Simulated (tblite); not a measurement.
A geometry optimisation, step by step.

Compound: C4H4F (doublet state).
Bonds: C1–C2 (double), C2–C3, C3–C4, C4–F5, C2–C4. Hydrogens: H6, H7 on C1; H8, H9 on C3.
Bond orders are those of one Lewis drawing.

Computed with GFN2-xTB (tblite), gas phase: L-BFGS steps from a force-field or distance-geometry start until the largest atomic force falls under 0.01 eV/Å. 13 of its 44 geometries are shown.

Step 0: E = -412.5405 eV, largest atomic force 6.079 eV/Å
```
atom  x, y, z in Å  |  force x, y, z in eV/Å
C1      1.522   -0.122   -0.095   -0.240   0.351  -0.251
C2      0.195   -0.134   -0.088    5.759  -1.911   0.366
C3     -1.001    0.470   -0.396   -4.254   1.925  -1.204
C4     -0.941   -0.816    0.318   -0.421  -0.553   1.662
F5     -1.202   -0.895    1.655   -0.555  -0.474  -0.241
H6      2.083   -0.922    0.353    0.084   0.010  -0.123
H7      2.054    0.704   -0.557   -0.003  -0.213   0.245
H8     -1.363    0.412   -1.411   -0.232   0.347  -0.202
H9     -1.333    1.309    0.197   -0.138   0.518  -0.253
```

Step 4: E = -412.9409 eV, largest atomic force 0.567 eV/Å
```
atom  x, y, z in Å  |  force x, y, z in eV/Å
C1      1.556   -0.119   -0.101    0.161  -0.004  -0.081
C2      0.245   -0.180   -0.087    0.231  -0.009  -0.028
C3     -1.069    0.466   -0.397   -0.241   0.309  -0.174
C4     -0.927   -0.796    0.357    0.043  -0.064   0.393
F5     -1.236   -0.921    1.658   -0.416  -0.358   0.144
H6      2.105   -0.927    0.348    0.302   0.039  -0.101
H7      2.070    0.710   -0.555    0.141  -0.073   0.054
H8     -1.384    0.429   -1.434   -0.191   0.123   0.211
H9     -1.347    1.345    0.185   -0.030   0.036  -0.419
```

Step 7: E = -413.0249 eV, largest atomic force 0.440 eV/Å
```
atom  x, y, z in Å  |  force x, y, z in eV/Å
C1      1.583   -0.128   -0.113   -0.065  -0.016   0.011
C2      0.257   -0.185   -0.081   -0.076   0.174   0.397
C3     -1.082    0.465   -0.396    0.281   0.011   0.081
C4     -0.906   -0.763    0.419   -0.073   0.147  -0.142
F5     -1.321   -0.997    1.675   -0.002  -0.123  -0.266
H6      2.171   -0.921    0.328   -0.031   0.128  -0.083
H7      2.108    0.706   -0.552   -0.050  -0.137  -0.091
H8     -1.435    0.450   -1.420   -0.076  -0.286   0.110
H9     -1.362    1.381    0.115    0.093   0.102  -0.017
```

Step 11: E = -413.0736 eV, largest atomic force 0.246 eV/Å
```
atom  x, y, z in Å  |  force x, y, z in eV/Å
C1      1.588   -0.131   -0.116    0.087   0.075   0.057
C2      0.264   -0.154   -0.008    0.046   0.001  -0.196
C3     -1.056    0.488   -0.387   -0.214   0.087   0.035
C4     -0.908   -0.726    0.438    0.057   0.014   0.163
F5     -1.380   -1.074    1.635   -0.121  -0.123  -0.022
H6      2.205   -0.902    0.305   -0.039  -0.142   0.111
H7      2.117    0.681   -0.578   -0.084   0.097  -0.200
H8     -1.470    0.397   -1.386    0.216  -0.110  -0.040
H9     -1.347    1.427    0.071    0.051   0.101   0.092
```

Step 14: E = -413.0951 eV, largest atomic force 0.202 eV/Å
```
atom  x, y, z in Å  |  force x, y, z in eV/Å
C1      1.600   -0.123   -0.110   -0.004   0.020  -0.034
C2      0.270   -0.140    0.009   -0.114   0.020  -0.085
C3     -1.064    0.504   -0.373    0.157  -0.039   0.018
C4     -0.898   -0.697    0.466    0.050   0.096   0.123
F5     -1.426   -1.131    1.608   -0.020  -0.089  -0.004
H6      2.214   -0.907    0.308   -0.125   0.114   0.013
H7      2.109    0.679   -0.620   -0.087  -0.095  -0.030
H8     -1.458    0.354   -1.376    0.138   0.127   0.076
H9     -1.333    1.467    0.063    0.004  -0.155  -0.077
```

Step 18: E = -413.1087 eV, largest atomic force 0.159 eV/Å
```
atom  x, y, z in Å  |  force x, y, z in eV/Å
C1      1.599   -0.115   -0.114   -0.040  -0.028  -0.038
C2      0.270   -0.129    0.024    0.084  -0.034   0.131
C3     -1.048    0.512   -0.361   -0.084  -0.012  -0.014
C4     -0.885   -0.658    0.515   -0.060  -0.028   0.025
F5     -1.467   -1.198    1.580    0.062  -0.014  -0.035
H6      2.206   -0.891    0.314    0.048   0.001   0.086
H7      2.093    0.663   -0.665    0.010   0.005  -0.085
H8     -1.433    0.342   -1.359   -0.014   0.068  -0.094
H9     -1.322    1.481    0.041   -0.006   0.042   0.024
```

Step 22: E = -413.1134 eV, largest atomic force 0.121 eV/Å
```
atom  x, y, z in Å  |  force x, y, z in eV/Å
C1      1.599   -0.117   -0.121    0.029  -0.025   0.044
C2      0.272   -0.123    0.055   -0.079   0.052  -0.071
C3     -1.049    0.514   -0.356    0.033   0.022  -0.003
C4     -0.886   -0.637    0.543    0.064   0.025  -0.099
F5     -1.481   -1.242    1.559   -0.035  -0.040   0.064
H6      2.212   -0.877    0.332    0.050   0.054   0.018
H7      2.082    0.647   -0.706   -0.041  -0.087  -0.004
H8     -1.420    0.346   -1.363    0.000   0.013   0.031
H9     -1.316    1.494    0.031   -0.020  -0.014   0.021
```

Step 25: E = -413.1155 eV, largest atomic force 0.074 eV/Å
```
atom  x, y, z in Å  |  force x, y, z in eV/Å
C1      1.598   -0.122   -0.118   -0.016   0.030   0.012
C2      0.269   -0.119    0.050    0.043  -0.060  -0.002
C3     -1.050    0.516   -0.357    0.029   0.009   0.003
C4     -0.886   -0.641    0.535    0.000  -0.027  -0.002
F5     -1.474   -1.242    1.561   -0.010   0.016  -0.025
H6      2.219   -0.870    0.344   -0.017   0.032   0.017
H7      2.075    0.636   -0.713    0.025  -0.026  -0.029
H8     -1.418    0.357   -1.366   -0.028  -0.003   0.007
H9     -1.319    1.491    0.038   -0.026   0.029   0.021
```

Step 29: E = -413.1168 eV, largest atomic force 0.047 eV/Å
```
atom  x, y, z in Å  |  force x, y, z in eV/Å
C1      1.599   -0.119   -0.115    0.013  -0.008  -0.012
C2      0.271   -0.122    0.052   -0.019   0.030  -0.013
C3     -1.047    0.520   -0.355   -0.018  -0.016   0.002
C4     -0.886   -0.639    0.537    0.009   0.015  -0.006
F5     -1.480   -1.253    1.551   -0.017   0.004  -0.007
H6      2.223   -0.856    0.359    0.003   0.001   0.018
H7      2.074    0.620   -0.735    0.016   0.008  -0.002
H8     -1.419    0.361   -1.362   -0.017   0.002   0.016
H9     -1.322    1.494    0.042    0.031  -0.035   0.005
```

Step 32: E = -413.1172 eV, largest atomic force 0.032 eV/Å
```
atom  x, y, z in Å  |  force x, y, z in eV/Å
C1      1.601   -0.119   -0.116   -0.020  -0.006  -0.010
C2      0.272   -0.122    0.049    0.021   0.006   0.001
C3     -1.048    0.518   -0.354    0.009  -0.001  -0.017
C4     -0.885   -0.639    0.536    0.018  -0.003   0.013
F5     -1.484   -1.251    1.548    0.003  -0.004  -0.005
H6      2.224   -0.853    0.364   -0.016   0.014   0.004
H7      2.079    0.618   -0.738   -0.008  -0.010   0.015
H8     -1.425    0.362   -1.359   -0.021  -0.009  -0.023
H9     -1.320    1.492    0.045    0.013   0.012   0.021
```

Step 36: E = -413.1174 eV, largest atomic force 0.014 eV/Å
```
atom  x, y, z in Å  |  force x, y, z in eV/Å
C1      1.601   -0.119   -0.118    0.004  -0.002   0.003
C2      0.272   -0.120    0.049   -0.009  -0.004  -0.009
C3     -1.048    0.518   -0.355   -0.003   0.003   0.001
C4     -0.883   -0.637    0.539   -0.007   0.010  -0.002
F5     -1.487   -1.256    1.543    0.012  -0.007   0.000
H6      2.224   -0.848    0.371    0.002  -0.004   0.006
H7      2.079    0.614   -0.743    0.001   0.003   0.002
H8     -1.429    0.362   -1.359   -0.005   0.000   0.008
H9     -1.316    1.492    0.048    0.004   0.000  -0.008
```

Step 39: E = -413.1175 eV, largest atomic force 0.021 eV/Å
```
atom  x, y, z in Å  |  force x, y, z in eV/Å
C1      1.602   -0.119   -0.118   -0.003  -0.002   0.005
C2      0.272   -0.122    0.046   -0.008   0.016  -0.004
C3     -1.048    0.520   -0.355   -0.013  -0.009   0.011
C4     -0.883   -0.632    0.542    0.003  -0.002  -0.007
F5     -1.486   -1.262    1.540    0.007   0.000  -0.007
H6      2.223   -0.845    0.375    0.003  -0.002   0.000
H7      2.080    0.612   -0.744    0.000  -0.004   0.002
H8     -1.435    0.360   -1.358    0.002   0.006   0.019
H9     -1.312    1.495    0.046    0.009  -0.004  -0.019
```

Step 43: E = -413.1176 eV, largest atomic force 0.009 eV/Å
```
atom  x, y, z in Å  |  force x, y, z in eV/Å
C1      1.602   -0.120   -0.118   -0.001   0.004   0.001
C2      0.272   -0.121    0.046    0.006  -0.002   0.001
C3     -1.049    0.521   -0.354    0.000   0.001  -0.001
C4     -0.881   -0.626    0.548    0.003  -0.005   0.007
F5     -1.486   -1.274    1.533    0.003   0.001  -0.004
H6      2.224   -0.842    0.381   -0.005   0.000  -0.002
H7      2.080    0.608   -0.748    0.001  -0.005   0.001
H8     -1.441    0.358   -1.353   -0.002  -0.001  -0.006
H9     -1.307    1.500    0.041   -0.005   0.006   0.002
```

Question: Summarise the path.

Answer: The energy falls by 13.31 kcal/mol from step 0 to step 43; nine tenths of that is first reached at step 10. It falls at every step. The largest force goes from 6.079 to 0.009 eV/Å. Among the bonds C2–C3 changes most, from 1.375 to 1.521 Å; the atoms move by 0.239 Å rms after alignment.

Question: Follow the three bonds and two angles with the largest change from start to end.

Answer: 
| step | E above end (kcal/mol) | largest force (eV/Å) | C2–C3 (Å) | C4–F5 (Å) | C2–C4 (Å) | C2–C4–F5 (°) | C3–C4–F5 (°) |
| --- | --- | --- | --- | --- | --- | --- | --- |
| 0 | 13.31 | 6.079 | 1.375 | 1.364 | 1.386 | 118.3 | 121.2 |
| 2 | 5.82 | 1.330 | 1.504 | 1.343 | 1.408 | 119.9 | 121.8 |
| 4 | 4.07 | 0.567 | 1.496 | 1.342 | 1.397 | 122.9 | 123.5 |
| 6 | 2.67 | 0.479 | 1.522 | 1.341 | 1.395 | 129.1 | 126.5 |
| 7 | 2.14 | 0.440 | 1.521 | 1.343 | 1.392 | 131.8 | 128.4 |
| 9 | 1.52 | 0.351 | 1.510 | 1.341 | 1.386 | 133.4 | 130.9 |
| 11 | 1.02 | 0.246 | 1.515 | 1.334 | 1.378 | 134.4 | 132.9 |
| 13 | 0.65 | 0.264 | 1.528 | 1.331 | 1.373 | 137.2 | 134.5 |
| 15 | 0.41 | 0.181 | 1.526 | 1.331 | 1.370 | 141.0 | 136.0 |
| 17 | 0.26 | 0.222 | 1.517 | 1.330 | 1.365 | 143.9 | 137.8 |
| 19 | 0.16 | 0.127 | 1.517 | 1.327 | 1.359 | 145.7 | 139.7 |
| 21 | 0.12 | 0.128 | 1.522 | 1.328 | 1.356 | 146.7 | 140.9 |
| 22 | 0.10 | 0.121 | 1.523 | 1.324 | 1.358 | 146.4 | 141.0 |
| 24 | 0.06 | 0.067 | 1.521 | 1.326 | 1.358 | 145.9 | 140.9 |
| 26 | 0.04 | 0.049 | 1.520 | 1.327 | 1.357 | 146.0 | 141.2 |
| 28 | 0.02 | 0.044 | 1.521 | 1.326 | 1.357 | 146.1 | 141.3 |
| 30 | 0.02 | 0.039 | 1.522 | 1.326 | 1.357 | 146.3 | 141.1 |
| 32 | 0.01 | 0.032 | 1.521 | 1.326 | 1.358 | 146.6 | 140.9 |
| 34 | 0.01 | 0.016 | 1.521 | 1.326 | 1.357 | 146.9 | 140.9 |
| 36 | 0.01 | 0.014 | 1.521 | 1.326 | 1.357 | 147.0 | 141.0 |
| 37 | 0.00 | 0.017 | 1.521 | 1.326 | 1.357 | 147.1 | 141.1 |
| 39 | 0.00 | 0.021 | 1.522 | 1.325 | 1.356 | 147.3 | 141.4 |
| 41 | 0.00 | 0.018 | 1.522 | 1.326 | 1.356 | 147.5 | 141.7 |
| 43 | 0.00 | 0.009 | 1.521 | 1.325 | 1.355 | 147.8 | 141.9 |

What follows is the cost of the whole relaxation. The run took 0.11 s on one thread, Arm Neoverse V2 (aarch64), shared host with 96 logical CPUs at a one-minute load of 52.
